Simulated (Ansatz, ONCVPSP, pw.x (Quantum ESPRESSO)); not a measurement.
**What a changed setting does to a pw.x run (bcc H)**

Potential: optimised norm-conserving Vanderbilt (ONCV), ONCVPSP 4.0.1.1 (patched build), LDA (Perdew-Wang 92); core none, reference 1s1; waves: 1s: rc 0.80 bohr, ncon 3, nbas 6, qcut 8.6 1/bohr, 2 projectors, debl 0.8 Ha; p scattering state at 0.2 Ha: rc 0.75 bohr, ncon 4, nbas 8, qcut 8.9 1/bohr, 3 projectors, debl 3.4 Ha; local part: polynomial inside 0.60 bohr (lpopt 4, dvloc0 2 Ha); core correction: none.

The reference run (k-mesh 18³, cutoffs 80/320 Ry, Fermi–Dirac 0.01 Ry, mixing_beta 0.4, conv_thr 1e-9, no spin) gives -2.95 GPa at 2.974 Å³/atom, where all-electron LAPW gives -2.42 GPa. This run, with its own iteration cap, changes nspin = 2 with starting_magnetization to 0.5.

```
&control
  calculation='scf', prefix='x', pseudo_dir='./', outdir='./tmp', tstress=.true., disk_io='none'
/
&system
  ibrav=0, nat=1, ntyp=1, ecutwfc=80, ecutrho=320, nbnd=7,
  occupations='smearing', smearing='fd', degauss=0.01, nspin=2, starting_magnetization(1)=0.5
/
&electrons
  conv_thr=1e-09, mixing_beta=0.4, electron_maxstep=60
/
ATOMIC_SPECIES
H 1.0 H.UPF
CELL_PARAMETERS angstrom
  -0.90592795 0.90592795 0.90592795
  0.90592795 -0.90592795 0.90592795
  0.90592795 0.90592795 -0.90592795
ATOMIC_POSITIONS crystal
H 0.0000 0.0000 0.0000
K_POINTS automatic
18 18 18 0 0 0
```

```bash
pw.x < H.scf.in > H.scf.out
```

Task: How does the run end?

Result: It converges in 8 iterations; the free energy moves by +0.0 meV/atom and the pressure by +0.00 GPa. The result is that of the reference run.

```
Message from routine setup:
     using ibrav=0 with symmetry is DISCOURAGED, use correct ibrav instead
     lattice parameter (alat)  =       2.9652  a.u.
     unit-cell volume          =      20.0695 (a.u.)^3
     number of electrons       =         1.00
     number of Kohn-Sham states=            7
     kinetic-energy cutoff     =      80.0000  Ry
     charge density cutoff     =     320.0000  Ry
     scf convergence threshold =      1.0E-09
     Exchange-correlation= SLA  PW   NOGX NOGC
     atomic species   magnetization
     number of k points=   195  Fermi-Dirac smearing, width (Ry)=  0.0100
     iteration #  1     ecut=    80.00 Ry     beta= 0.40
     total energy              =      -1.06262445 Ry
     estimated scf accuracy    <       0.00244504 Ry
     total magnetization       =     0.13 Bohr mag/cell
     absolute magnetization    =     0.13 Bohr mag/cell
     iteration #  2     ecut=    80.00 Ry     beta= 0.40
     total energy              =      -1.06871632 Ry
     estimated scf accuracy    <       0.00129440 Ry
     total magnetization       =     0.09 Bohr mag/cell
     absolute magnetization    =     0.09 Bohr mag/cell
     iteration #  3     ecut=    80.00 Ry     beta= 0.40
     total energy              =      -1.07198945 Ry
     estimated scf accuracy    <       0.00001459 Ry
     total magnetization       =    -0.00 Bohr mag/cell
     absolute magnetization    =     0.00 Bohr mag/cell
     [... 2 iterations left out ...]
     iteration #  6     ecut=    80.00 Ry     beta= 0.40
     total energy              =      -1.07205256 Ry
     estimated scf accuracy    <       0.00000004 Ry
     total magnetization       =    -0.00 Bohr mag/cell
     absolute magnetization    =     0.00 Bohr mag/cell
     iteration #  7     ecut=    80.00 Ry     beta= 0.40
     total energy              =      -1.07205262 Ry
     estimated scf accuracy    <          1.7E-09 Ry
     total magnetization       =    -0.00 Bohr mag/cell
     absolute magnetization    =     0.00 Bohr mag/cell
     iteration #  8     ecut=    80.00 Ry     beta= 0.40
     the Fermi energy is     3.7992 ev
!    total energy              =      -1.07205263 Ry
     estimated scf accuracy    <          1.6E-10 Ry
     smearing contrib. (-TS)   =      -0.00043728 Ry
     The total energy is F=E-TS. E is the sum of the following terms:
     one-electron contribution =       0.63574080 Ry
     hartree contribution      =       0.01692953 Ry
     xc contribution           =      -0.66139795 Ry
     ewald contribution        =      -1.06288773 Ry
     total magnetization       =     0.00 Bohr mag/cell
     absolute magnetization    =     0.00 Bohr mag/cell
     convergence has been achieved in   8 iterations
          total   stress  (Ry/bohr**3)                   (kbar)     P=      -29.46
     Message from routine punch:
     Nothing written, as per user request (disk_io='none')
```

The run took about 5.6 s on one core of a shared host (Intel(R) Xeon(R) 6975P-C, 32 threads, 248 GiB, load 9).
